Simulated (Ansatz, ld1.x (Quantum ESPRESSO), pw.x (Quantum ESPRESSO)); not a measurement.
What a changed setting does to a pw.x run (diamond Ge)

Potential: ultrasoft, ld1.x (Quantum ESPRESSO) 7.5, PBE; core [Ar] 3d10, reference 4s2 4p2; waves: 4s (bound): rcut 1.55, rcutus 1.90 bohr; 4s channel at -0.4 Ry: rcut 1.55, rcutus 1.90 bohr; 4p (bound): rcut 1.65, rcutus 2.25 bohr; 4p channel at 0.1 Ry: rcut 1.65, rcutus 2.25 bohr; 4d channel at 0.25 Ry: rcut 1.80, rcutus 2.35 bohr; 4d channel at 2.85 Ry: rcut 1.80, rcutus 2.35 bohr; local part: all-electron potential smoothed inside 1.60 bohr (lloc = -1); core correction: Bessel-smoothed model core, default radius (core density twice the valence density); augmentation: PSQ, radius 1.50 bohr.

The reference run (k-mesh 8³, cutoffs 40/320 Ry, Fermi–Dirac 0.01 Ry, mixing_beta 0.4, conv_thr 1e-9, no spin) gives 0.28 GPa at 23.951 Å³/atom, where all-electron LAPW gives 0.00 GPa. This run, with its own iteration cap, changes degauss to 0.02.

```
&control
  calculation='scf', prefix='x', pseudo_dir='./', outdir='./tmp', tstress=.true., disk_io='none'
/
&system
  ibrav=0, nat=2, ntyp=1, ecutwfc=40, ecutrho=320, nbnd=11,
  occupations='smearing', smearing='fd', degauss=0.02
/
&electrons
  conv_thr=1e-09, mixing_beta=0.4, electron_maxstep=60
/
ATOMIC_SPECIES
Ge 1.0 Ge.UPF
CELL_PARAMETERS angstrom
  0.00000000 2.88253474 2.88253474
  2.88253474 0.00000000 2.88253474
  2.88253474 2.88253474 0.00000000
ATOMIC_POSITIONS crystal
Ge 0.0000 0.0000 0.0000
Ge 0.2500 0.2500 0.2500
K_POINTS automatic
8 8 8 0 0 0
```

```bash
pw.x < Ge.scf.in > Ge.scf.out
```

How does the run end?

It converges in 7 iterations; the free energy moves by -10.2 meV/atom and the pressure by +0.19 GPa. In a metal, with Fermi–Dirac smearing, F lies below its zero-width value by a term in the square of the width.

```
Message from routine setup:
     using ibrav=0 with symmetry is DISCOURAGED, use correct ibrav instead
     lattice parameter (alat)  =       7.7035  a.u.
     unit-cell volume          =     323.2587 (a.u.)^3
     number of electrons       =         8.00
     number of Kohn-Sham states=           11
     kinetic-energy cutoff     =      40.0000  Ry
     charge density cutoff     =     320.0000  Ry
     scf convergence threshold =      1.0E-09
     Exchange-correlation= PBE
     number of k points=    29  Fermi-Dirac smearing, width (Ry)=  0.0200
     iteration #  1     ecut=    40.00 Ry     beta= 0.40
     total energy              =     -45.91022514 Ry
     estimated scf accuracy    <       0.02826342 Ry
     iteration #  2     ecut=    40.00 Ry     beta= 0.40
     total energy              =     -45.90937526 Ry
     estimated scf accuracy    <       0.00873487 Ry
     iteration #  3     ecut=    40.00 Ry     beta= 0.40
     total energy              =     -45.90966320 Ry
     estimated scf accuracy    <       0.00008323 Ry
     iteration #  4     ecut=    40.00 Ry     beta= 0.40
     total energy              =     -45.90967372 Ry
     estimated scf accuracy    <       0.00000152 Ry
     iteration #  5     ecut=    40.00 Ry     beta= 0.40
     total energy              =     -45.90967411 Ry
     estimated scf accuracy    <       0.00000019 Ry
     iteration #  6     ecut=    40.00 Ry     beta= 0.40
     total energy              =     -45.90967413 Ry
     estimated scf accuracy    <          5.2E-09 Ry
     iteration #  7     ecut=    40.00 Ry     beta= 0.40
     the Fermi energy is     5.2600 ev
!    total energy              =     -45.90967414 Ry
     estimated scf accuracy    <          5.7E-10 Ry
     smearing contrib. (-TS)   =      -0.00489089 Ry
     The total energy is F=E-TS. E is the sum of the following terms:
     one-electron contribution =       4.49994850 Ry
     hartree contribution      =       1.20653775 Ry
     xc contribution           =     -35.78869098 Ry
     ewald contribution        =     -15.82257851 Ry
     convergence has been achieved in   7 iterations
          total   stress  (Ry/bohr**3)                   (kbar)     P=        4.70
     Message from routine punch:
     Nothing written, as per user request (disk_io='none')
```

The run took about 7.8 s on one core of a shared host (Neoverse-V1, 32 threads, 247 GiB, load 12).
